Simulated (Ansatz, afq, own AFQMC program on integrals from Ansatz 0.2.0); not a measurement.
AFQMC on a folder of integrals that Ansatz 0.2.0 wrote.

```yaml
crystal:
  periodic: [false, false, false]
  atoms:
    - {symbol: Si, position_ang: [0.000000, 0.000000, 0.562441]}
    - {symbol: B, position_ang: [0.000000, 0.000000, -1.359948]}
    - {symbol: H, position_ang: [0.000000, 1.218724, 1.409347]}
    - {symbol: H, position_ang: [0.000000, -1.218724, 1.409347]}
    - {symbol: H, position_ang: [0.000000, 1.037036, -1.952056]}
    - {symbol: H, position_ang: [0.000000, -1.037036, -1.952056]}
basis:
  gaussian: {orbitals: 6-31G}
total_charge: 1
magnetization: {spin_polarized: true, initial_magnetization: 2}
correlation: {method: ccsd_t, electrons: outside_noble_gas, hamiltonian_folder: ham}
```

```sh
$ ansatz run in.yaml --threads 1 --pin off --events-out ev --progress --plain --max-ram 1843MiB
```

afq runs on the folder ham with

```
--method free --trial cisd --walkers 80 --time-step 0.03 --max-blocks 80 --target-error 0.00038 --factor-cut 1e-05 --seed 5514 --times 0,0.21,0.42,0.81,1.2,1.8,2.4,3 --taylor-order 8
```

Times are imaginary, in 1/Eh. The walk had a cap of 504 s.

```
orbitals 24  electrons 6 4  factors 172 of 394
reference energy -315.41786859 Eh
CCSD correlation -0.12434103 Eh in 11 cycles, weight of the determinant in the CISD state 0.9030
repeat  energy at the last time / Eh  error
    10  -315.545941  0.000475
    20  -315.545966  0.000333
    30  -315.546190  0.000260
time / (1/Eh)  energy / Eh  error  mean overlap
  0.00  -315.542096  0.000084  1.1064
  0.21  -315.543465  0.000105  1.0998
  0.42  -315.544079  0.000120  1.1047
  0.81  -315.544957  0.000115  1.1084
  1.20  -315.545595  0.000156  1.1019
  1.80  -315.545994  0.000143  1.0992
  2.40  -315.546097  0.000222  1.1055
  3.00  -315.546185  0.000252  1.1110
energy -315.546185 +/- 0.000252 Eh
```

Problem. Estimate how long the walk took on 1 thread of Arm Neoverse V1, with other jobs on the host.

Solution. 67 s of wall time.

The run passed its tests (error under three times the target), which doesn't prove that it has relaxed.

Against this walk (error 6.8 meV) on the same determinant: CCSD(T) 31.2 meV higher, CCSDT(Q) 1.3 meV lower (within the noise). The error is statistical, and a free projection of finite length keeps a remainder of its start.

Cautions: remainder of the start not in the error; lower spins were not checked.

CCSDT and higher add their correlation energy to the determinant of the CCSD(T) run, since their own runs factorise the integrals more tightly (a shift of under 2 meV). A walk keeps the symmetry of its determinant, which the program's search chose and which needn't be the lowest solution, so a lower state of the same spin and another symmetry isn't excluded.
